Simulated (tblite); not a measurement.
Compound: H₆N₂Si.
Numbering: `[NH2:1][NH:2][SiH3:3]` (hydrogens: H4, H5 on N1; H6 on N2; H7, H8, H9 on Si3)

The geometry is computed with GFN2-xTB (gas phase).

Task: What internal coordinates does the optimisation give?

Result: 
```
          bond  length (Å)
         N1–N2       1.424
        N2–Si3       1.723
  N1–H4, N1–H5       1.019
         N2–H6       1.009
        Si3–H7       1.456
Si3–H8, Si3–H9       1.470
```

Bonds in one row agree within 0.01 Å and their mean is given. A selection of angles:
```
    angle  degrees
 N2–N1–H4    107.9
 N2–N1–H5    110.6
 H4–N1–H5    107.1
N1–N2–Si3    123.6
 N1–N2–H6    109.2
Si3–N2–H6    121.0
N2–Si3–H7    104.0
N2–Si3–H8    113.8
N2–Si3–H9    105.6
H7–Si3–H8    111.5
H7–Si3–H9    114.3
H8–Si3–H9    107.6
```

N1 (hydrazine nitrogen) is pyramidal (angles 110.6°, 107.9° and 107.1°, sum 325.6°, 0.39 Å off the plane of its three neighbours). Si3 (SiH3 silicon) is distorted tetrahedral (angles from 104.0° to 114.3°). N2 (hydrazine nitrogen) has angles 123.6°, 121.0° and 109.2°, sum 353.7°, 0.19 Å off the plane of its three neighbours.

Its GFN2-xTB frequencies are all real (lowest 150 cm⁻¹). The numbers are those of one conformer (H–N1–N2–Si3 68° and -48°).
